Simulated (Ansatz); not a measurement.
**HCl (singlet): from Hartree-Fock to the top rungs, cc-pV(T+d)Z**

An exercise on one series of results from a longer session: the logs are not shown, and one member is left open.

The runs use Ansatz 0.2.0, Gaussian basis; cc-pV(T+d)Z, core rule «outside noble gas», up to 5 orbitals frozen.

To be run: UHF; CCSD(T) on RHF; BCCD(T) on RHF; CISD; CCSDT(Q) on RHF; CCSDTQ on RHF; CASSCF and MRCISD+Q, 8 electrons in 5 orbitals; CASSCF and NEVPT2, 8 electrons in 5 orbitals.

9 further runs of the same task are left out: 9 set aside as unsound or not needed.

## The system

The geometry is an MP2(full)/6-31G* stationary point (not a proven minimum).

2 atoms, charge 0, spin multiplicity 1.

Atoms are counted from 1 here; the program's logs count them from 0.

Bond lengths: Cl1–H2 1.280 Å.

Coordinates:

```mol
ClH
  3D, bonds by distance, orders not assigned

  2  1  0  0  0  0  0  0  0  0999 V2000
    0.0000    0.0000    0.0000 Cl  0  0
    0.0000    0.0000    1.2800 H   0  0
  1  2  8  0
M  END
```

Set-up of the first run:

File in.yaml:

```yaml
crystal:
  periodic: [false, false, false]
  atoms:
    - {symbol: Cl, position_ang: [0.000000, 0.000000, 0.000000]}
    - {symbol: H, position_ang: [0.000000, 0.000000, 1.279978]}
basis:
  gaussian: {orbitals: "cc-pV(T+d)Z.json"}
magnetization: {spin_polarized: true, initial_magnetization: 0}
hamiltonian: {xc: hf}
output: {orbitals: {seedname: orbitals}}
```

Command:

```
ansatz run in.yaml --threads 1 --pin off --events-out ev --progress --plain --max-ram 5120MiB --backend cpu
```

Steps of the session up to this table: UHF; CCSD(T) on RHF; BCCD(T) on RHF; CISD; CCSDT(Q) on RHF; CCSDTQ on RHF; CASSCF and MRCISD+Q, 8 electrons in 5 orbitals; CASSCF and NEVPT2, 8 electrons in 5 orbitals.

One table of the session follows, with a row left open; its other results are not shown here.

It belongs to the step «Misses and costs». 

```
          method  from RCCSDTQ (kcal/mol)
             RHF                  +146.12
            RMP2                   +18.56
            CISD                   +12.27
           RCCSD                    +5.52
        RCCSD(T)                    +0.54
         BCCD(T)                        ?
          RCCSDT                    +0.20
       RCCSDT(Q)                    +0.01
         RCCSDTQ                        0
  CASSCF valence                  +135.21
  NEVPT2 valence                   +30.79
  MRCISD valence                   +10.55
MRCISD+Q valence                    +1.48
```

**Question.** Estimate the row for BCCD(T).

**Answer.** from RCCSDTQ (kcal/mol): +0.53. In the column «from RCCSDTQ (kcal/mol)» it lies between RCCSDT (+0.20) and RCCSD(T) (+0.54).
